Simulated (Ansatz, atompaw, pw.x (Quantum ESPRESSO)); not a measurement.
carbon (C): one change to the PAW (atompaw) potential, in the atom and in the diamond crystal

C (Z = 6), PAW, made with atompaw 4.2.0.5 (PBE, scalar-relativistic). Core [He], reference 2s2 2p2. Waves: 2s (bound); 2s channel at -0.05 Ry; 2p (bound); 2p channel at 2.25 Ry; 3d channel at 0.2 Ry. Local part: troulliermartins scheme with l = 3 at -0.5 Ry, radius 1.90 bohr. Core correction: smooth core density matched at 2.20 bohr. Augmentation charge: sinc compensation charge, radius 1.85 bohr; PAW radius 2.55 bohr; waves and projectors: bloechl.

Change: wave 3d channel at 0.2 Ry becomes 3d channel at 1.08 Ry.

Cutoffs, loose and tight: the cutoffs (Ry, on a coarse ladder) from which the occupation-weighted sum of valence levels, in a spherical-Bessel basis at the reference potential, stays within 10 and 1 mRy of its value at 400 Ry. They see the waves, projectors and local potential, not the compensation charge or the core.

Crystal test: diamond C in pw.x 7.5, no spin, 13³ k-points, Fermi–Dirac smearing 0.01 Ry, cutoffs set for each file from its atomic test. The reference is all-electron LAPW (Ansatz 0.2.0) with the same functional, mesh and smearing; V0 and B0 come from Birch–Murnaghan fits to the pressures at five volumes. Errors are pseudo minus all-electron; Δ is the rms difference of the E(V) curves that follow from these fits, minima aligned, over ±6 % about the mean V0. Mesh and smearing are coarse, so the numbers serve the comparison and aren't converged zero-temperature values; the lattice is a test structure that the element need not adopt.

All-electron: a0 = 3.572 Å (V0 = 5.69 Å³/atom), B0 = 433.5 GPa.

Does the change bring the crystal closer to the all-electron result?

The mean pressure error goes from +4.68 to +5.73 GPa, so the change moves the solid further from the all-electron pressures.

```csv
quantity,base,changed
outcome (atom),generated,generated
"cutoff, loose (atom)",18 Ry,18 Ry
"cutoff, tight (atom)",25 Ry,25 Ry
bound ghosts (atom),none,none
cutoffs in pw.x (Ry),40/400,40/400
a0 (Å),3.584,3.587
a0 error (%),+0.35,+0.43
B0 error (%),-0.8,-1.2
Δ (meV/atom),5.7,6.9
mean pressure error (GPa),+4.68,+5.73
```

Base: The largest radius (2.55 bohr) exceeds half the bond length (1.46 bohr), so the spheres overlap, which is one possible source of error among others. Changed file: The largest radius (2.55 bohr) exceeds half the bond length (1.46 bohr), so the spheres overlap, which is one possible source of error among others. The atomic cutoffs weigh occupied waves only.
